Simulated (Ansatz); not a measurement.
## Bi₂S₃ (Pnma, No. 62): smallest direct gap on the k points sampled by level of theory

No measured value is used here.

| level (code) | value (eV) | cell (Å³/atom) |
|---|---|---|
| LDA (Ansatz) | 1.19 | 23.50 |
| PBE+SOC (Ansatz) | 0.99 | 25.36 |
| PBEsol (Ansatz) | 1.30 | 24.26 |
| r²SCAN (Ansatz) | … | 26.05 |
| r²SCAN+rVV10 (Ansatz) | … | 25.07 |
| HSE06+SOC (Ansatz) | 1.50 | 25.36 |
| G0W0@PBEsol (Ansatz) | 1.92 | 25.36 |

Q: Fill in the missing entries.

A: 
- r²SCAN (Ansatz, an electronic-structure program), value (eV): 1.72
- r²SCAN+rVV10 (Ansatz), value (eV): 1.66

At these levels the smallest gap is indirect and lower: LDA 1.09, PBEsol 1.21, G0W0@PBEsol 1.82 eV. Computed values are for a static lattice. Spin–orbit coupling is included only where a level's name says +SOC; with heavier elements it mostly lowers gaps and can invert bands.  G0W0@PBEsol: filled d or f shells below the valence bands can shift G0W0 gaps through exchange with them, which wasn't tested here. Values are at the level's own equilibrium cell; PBE+SOC at a fixed cell, not relaxed at this level and not confirmed as the measured one; HSE06+SOC at a fixed cell, not relaxed at this level and not confirmed as the measured one; G0W0@PBEsol at a fixed cell, not relaxed at this level and not confirmed as the measured one. Cutoffs and k meshes differ between the levels. Ansatz's density-functional and Hartree–Fock values are scalar-relativistic unless marked +SOC, with PAW data made under PBE.
